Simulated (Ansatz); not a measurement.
Geometry optimisation, Ansatz 0.2.0, RKS r2SCAN-D4/def2-SVP.

Input:

```yaml
crystal:
  periodic: [false, false, false]
  atoms:
    - { symbol: Si, position_ang: [0.0, 0.0, 0.0] }
    - { symbol: H, position_ang: [0.0, 0.0, 1.81] }
    - { symbol: H, position_ang: [1.3768, 0.0, -0.4862] }
    - { symbol: H, position_ang: [-0.6877, 1.1914, -0.4862] }
    - { symbol: H, position_ang: [-0.6877, -1.1914, -0.4862] }
    - { symbol: "N", position_ang: [-2.0118, 0.0, 0.6685] }
    - { symbol: H, position_ang: [-2.7319, -0.6071, 0.1822] }
    - { symbol: Si, position_ang: [-2.5026, 1.0424, 2.0773] }
    - { symbol: H, position_ang: [-3.1705, 0.2206, 3.0824] }
    - { symbol: H, position_ang: [-1.3164, 1.6591, 2.6639] }
    - { symbol: H, position_ang: [-3.4153, 2.0851, 1.6175] }
    - { symbol: H, position_ang: [-0.9927, 0.0, 1.7642] }
basis:
  gaussian: { orbitals: def2-SVP }
hamiltonian:
  xc: r2scan
  dispersion: d4
relax:
  f_tol: 0.15
  max_steps: 25
  restrain:
    - { distance: [0, 5], at: 3.02, k: 30.0 }
    - { distance: [11, 1], at: 1.86, k: 30.0 }
    - { distance: [0, 1], at: 1.46, k: 30.0 }
    - { distance: [11, 5], at: 1.06, k: 30.0 }
```

Command:

```bash
$ ansatz run input.yaml --threads 4 --pin off --max-ram 5120MiB --backend cpu --events-out ev --progress --plain --runs-dir out
```

Task: Where does it end, and by what steps?

Result: It converged. The restraints hold the end off the free minimum; the threshold counts their pulls, which the force column leaves out. Restrained pairs: Si1–N6 (2.12 → 3.02 Å), H2–H12 (0.99 → 1.87 Å), Si1–H2 (1.81 → 1.47 Å), N6–H12 (1.50 → 1.04 Å). After 11 steps the energy has fallen by 4.596 eV (the restraints' own energy left out); H12 moved furthest, 0.94 Å.

```
step  energy less start (eV)  largest force component (eV/Å)  accepted
   0                  0.0000                           3.151       yes
   1                 -0.7260                           3.309       yes
   2                 -1.5433                           5.143       yes
   3                 -2.7668                           3.922       yes
   4                 -3.7794                           2.204       yes
   5                 -4.2142                           1.939       yes
   6                 -4.4629                           1.338       yes
   7                 -4.5717                           0.661       yes
   8                 -4.5871                           0.816       yes
   9                 -4.5922                           0.829       yes
  10                 -4.5977                           0.841        no
  11                 -4.5961                           0.833       yes
```

```xyz
12
Properties=species:S:1:pos:R:3
Si 0.388 0.054 -0.170
H 0.322 -0.476 1.202
H 1.822 0.053 -0.603
H -0.119 1.456 -0.206
H -0.391 -0.822 -1.095
N -2.282 -0.199 1.226
H -2.994 -0.795 0.808
Si -2.759 1.156 2.212
H -3.526 0.832 3.461
H -1.500 1.848 2.615
H -3.614 2.066 1.393
H -1.487 -0.773 1.564
```

Time of the run: 18 s on 4 threads of Arm Neoverse V2, on a shared host, peak memory 0.15 GiB.
